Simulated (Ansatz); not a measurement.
System: bcc K. Method: PBEsol (Ansatz, a first-principles code, plane waves, PAW).

Numerical settings: plane-wave cutoff 520 eV, 18×18×18 k mesh, Fermi–Dirac smearing 0.072 eV (set by the program), scalar-relativistic PAW data made under PBE.

Computed at the level's own relaxed cell.

**Question.** Estimate the elastic constant C44, elastic constant C12, Voigt–Reuss–Hill shear modulus (Hill average), Poisson ratio and elastic constant C11 that the calculation returns.

**Answer.** 
- elastic constant C44: 2.93 GPa
- elastic constant C12: 3.51 GPa
- Voigt–Reuss–Hill shear modulus (Hill average): 1.26 GPa
- Poisson ratio: 0.347
- elastic constant C11: 4.11 GPa

Elastic constants are with the ions relaxed.
